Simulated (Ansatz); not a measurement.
in.yaml

```yaml
crystal:
  periodic: [false, false, false]
  atoms:
    - {symbol: C, position_ang: [0.000000, -0.231556, 1.642911]}
    - {symbol: Si, position_ang: [0.000000, 0.419511, -0.056146]}
    - {symbol: O, position_ang: [0.000000, -0.495400, -1.281834]}
    - {symbol: H, position_ang: [0.000000, -1.066454, 2.334393]}
basis:
  gaussian: {orbitals: "6-31G*"}
magnetization: {spin_polarized: true, initial_magnetization: 5}
correlation: {method: mp2, electrons: outside_noble_gas}
```

```sh
$ ansatz run in.yaml --threads 1 --pin off --events-out ev --progress --plain --max-ram 2393MiB
```

(1) Roughly how long does this take on 1 thread of Arm Neoverse N1, shared host, and how much host memory?

```
467 factors; integrals over basis functions are off by at most 1.1e-3 eV
mean field evaluation 1: about -10936.2604 eV, gradient 1.4e1 eV
mean field evaluation 2: about -10936.3161 eV, gradient 1.4e1 eV
mean field evaluation 4: about -10938.4591 eV, gradient 2.8e0 eV
mean field evaluation 8: about -10938.5965 eV, gradient 5.2e-1 eV
mean field evaluation 16: about -10938.6291 eV, gradient 1.8e-6 eV
mean field evaluation 32: about -10938.7606 eV, gradient 1.5e-6 eV
mean field -10938.76059924 eV, -401.9920374639 hartree, gradient 1.3e-6 eV, S^2 8.776779; 5 other end points of the search recorded, 0 dependent functions left out
7 core orbitals not correlated: weight in the atoms' cores, before any rotation towards them, 1.000 or more for the frozen orbitals, at most 0.000 for the correlated occupied ones
reference -10938.76059924 eV, -401.9920374639 hartree; 10, 5 occupied and 34, 39 virtual orbitals, 467 factors
second order -6.85610165 eV of doubles, -0.00000000 eV of singles
Total energy: -10945.61670089 eV, -402.2439945523 hartree
```

Answers

(1) 1.8 s wall and 0.18 GiB.
